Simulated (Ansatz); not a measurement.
**AlH⁻: how the quartet less doublet moves with the basis**

AlH⁻, doublet; coordinates (Å): Al 0.000 0.000 0.000; H 0.000 0.000 1.706. Quantity: quartet less doublet, vertical.

Ansatz 0.2.0, basis aug-cc-pVDZ or aug-cc-pVTZ; geometries are PBE0/def2-TZVP minima. Wave-function levels freeze the cores; HF, MP2 and coupled cluster are restricted for singlets and unrestricted otherwise, Kohn–Sham unrestricted where that lies lower. NEVPT2 and MRCISD+Q stand on CASSCF in the full valence space. The reference is CCSDT(Q) or full CI (coupled cluster only where its series has nearly closed). Semilocal and hybrid functionals correlate all electrons outside any core potential and usually lie nearer their basis limit than the reference, so part of their error here is the reference's basis and frozen-core error; RPA and the MP2 part of double hybrids freeze the same cores as the reference. None of these values is a measured one. Energies are electronic, without zero-point terms. No spin–orbit coupling and no scalar relativity. The species are chosen: bound, without strong static correlation by their natural occupations or amplitudes, in their lowest spin state as far as vertical gaps and like structures tell, and with a ladder that closes on the reference, so errors are smaller than for species at large; levels whose determinant breaks symmetry or spin markedly are left out.

```csv
level,aug-cc-pVDZ (kJ/mol),aug-cc-pVTZ (kJ/mol)
reference,121.4 (full CI),126.3 (CCSDT(Q))
MP2,104.7,113.1
CCSD(T),121.3,126.2
NEVPT2,110.6,116.3
MRCISD+Q,122.8,128.1
PBE,119.5,121.2
B3LYP,145.4,147.2
RPA-PBE,132.4,133.7
```

From aug-cc-pVDZ to aug-cc-pVTZ the reference moves by 4.9 kJ/mol and PBE by 1.7; the step from CCSD(T) to the reference is 0.1 in the first and 0.0 in the last.
